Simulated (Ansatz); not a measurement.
Results of r²SCAN+rVV10 (Ansatz, a first-principles code, plane waves, PAW) for fluorite CeO2.

Numerical settings: plane-wave cutoff 500 eV, 10×10×10 k mesh, gaussian smearing 0.02 eV, no spin polarisation, scalar-relativistic PAW data made under PBE.

Cell (relaxed at this level):

Space group Fm-3m (No. 225); a = b = c = 5.4224 Å, α = β = γ = 90.00°

```
atom  site  symmetry       x       y       z
----  ----  --------  ------  ------  ------
Ce      4a      m-3m  0.0000  0.0000  0.0000
O       8c      -43m  0.2500  0.2500  0.2500
```
(The calculation used a cell of 3 atoms; values per cell refer to that cell.)

**Question.** Predict the band gap.

**Answer.** 
band gap: 2.26 eV (on the SCF k mesh)

Measured, for comparison: band gap 3 eV (temperature not stated, not corrected to a static lattice, O 2p to Ce 4f, our sources range from 3.00 to 3.20; as tabulated in Tran et al. (2019), arXiv:1908.01820).

Spin–orbit coupling is not included.

Computing time: roughly 22 core-seconds.
